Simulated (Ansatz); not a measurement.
## One elementary step

Start structure (C2H10Si, closed shell), relaxed at PBE0-D4/def2-TZVP:

```
13
angstrom
Si -0.9376 -0.1947 0.0867
C 0.2750 -1.6088 0.2665
H -2.2902 -0.7350 -0.2336
H -1.0492 0.5325 1.3848
C -0.4066 0.9990 -1.2532
H 2.2142 1.5313 1.6280
H 1.4953 1.4439 1.8097
H -0.0427 -2.3014 1.0492
H 0.3582 -2.1707 -0.6673
H 1.2692 -1.2376 0.5273
H -0.3377 0.4932 -2.2196
H 0.5723 1.4282 -1.0258
H -1.1201 1.8201 -1.3529
```

The step: C₂H₈Si (C[SiH2]C) + H₂ → CH₆Si ([CH3][SiH3]) + CH₄; bonds formed: Si1–H7, C2–H6; bonds broken: Si1–C2, H6–H7. Program: Ansatz 0.2.0. Basis: def2-TZVPP and def2-QZVPP. Cores are frozen in the correlated methods. Extrapolation: Hartree–Fock as exp(−7.88 √X), correlation as X^−2.97. Energies below are by CCSD(T) at an estimated basis limit (MP2 extrapolated from triple and quadruple zeta, plus CCSD(T) − MP2 in triple zeta).

**Question.** What are the electronic barrier and the energy of the step, from the start structure to the end structure? (Judge from chemistry; the value comes from the calculation.)

**Answer.** Computed: Barrier 72.82 kcal/mol; step energy -6.63 kcal/mol (downhill); reverse barrier, their difference, 79.45 kcal/mol. Barrier and step energy count from the start structure, the reverse barrier from the end structure.

The saddle point: One imaginary mode of 1511i cm⁻¹.
```
  pair  start (Å)  saddle (Å)  end (Å)
Si1–H7       3.40        1.73     1.49
 C2–H6       3.93        1.36     1.09
Si1–C2       1.87        2.18     3.98
 H6–H7       0.75        1.14     3.24
```

Zero-point energy (harmonic, PBE0-D4): ZPE is 63.53 kcal/mol at the start and 65.29 kcal/mol at the saddle, so the barrier goes from 72.82 to 74.59 kcal/mol.

T1 diagnostic: at most 0.011. The end structure is not quite a true minimum (one mode of 27i cm⁻¹).

Labels in which every atom is bracketed show which atoms are joined, not bond orders.

For scale, one of the runs: CCSD(T)/def2-TZVPP, 244 basis functions, launched by `ansatz run in.yaml --threads 4 --pin off --events-out ev --progress --plain --max-ram 9574MiB`. The run took 100 s on 4 CPU threads of an Intel Xeon (shared host), with 4.8 GiB of host memory at its peak.
